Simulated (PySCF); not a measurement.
Compound: N-allylmethylamine, C₄H₉N.
SMILES with atom numbers: `[CH2:1]=[CH:2][CH2:3][NH:4][CH3:5]` (hydrogens: H6, H7 on C1; H8 on C2; H9, H10 on C3; H11 on N4; H12, H13, H14 on C5)

Torsions of this conformer, `[CH2:1]=[CH:2][CH2:3][NH:4][CH3:5]`: C1–C2–C3–N4 -113°, C2–C3–N4–C5 -69°.

The closed-shell ground state was solved at several levels (PySCF, density fitting, gas phase, non-relativistic). One conformer (not necessarily the lowest) at the GFN2-xTB geometry, without solvent, vibrations or thermal averaging.

```tsv
level	basis functions	total energy (Eh)	HOMO (eV)	LUMO (eV)	gap (eV)	dipole (D)
B3LYP/pcJ-1	225	-212.5744	-6.00	0.07	6.07	0.89
PBE0/pcSseg-1	130	-212.2662	-6.26	0.29	6.55	0.91
```

Problem. What might wB97X-D/def2-SVPD (172 basis functions) give for the same quantities?

Solution. Total energy -212.3413 Eh, HOMO -8.24 eV, LUMO 1.98 eV, gap 10.22 eV, dipole 0.90 D.

Problem. Over all these levels, which gives the widest orbital gap and which the narrowest?

Solution. wB97X-D/def2-SVPD (range-separated hybrid) has the widest, 10.22 eV, and B3LYP/pcJ-1 (global hybrid, 20 % exact exchange) the narrowest, 6.07 eV. Functional and basis both differ between the two, so the spread mixes both effects.

Problem. How far do the dipole and the HOMO energy spread over the levels?

Solution. The dipole runs from 0.89 to 0.91 D (mean 0.90 D) and the HOMO from -8.24 to -6.00 eV.

Note: wB97X-D ran without an empirical dispersion term, which enters the total energy and its gradient alone.
